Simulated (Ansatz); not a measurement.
**Yttrium, hcp: convergence with Methfessel-Paxton smearing**

Computed with Ansatz, LDA, scalar-relativistic PAW, on the relaxed cell (a = 3.539 Å, c = 5.525 Å (c/a = 1.561); spin not included). Errors count from a run at 420 eV on a Γ-centred 17×17×10 mesh with Fermi-Dirac smearing of 0.1 eV, extrapolated to zero width. Fixed here: cutoff 420 eV, mesh 10×10×6. The SCF starts from atomic densities corrected by a trained network.

```csv
width (eV),E(σ→0) error (meV/atom),F error (meV/atom),P (GPa),SCF iterations
0.01,-0.9,-0.9,0.01,6
0.03,-1.0,-1.0,0.01,6
0.1,-1.2,-1.0,-0.01,6
0.2,-0.4,-0.3,-0.07,6
0.3,0.5,-1.2,-0.07,6
0.6,-7.0,-14.0,-0.03,6
1.0,-22.5,-25.6,-0.03,5
```
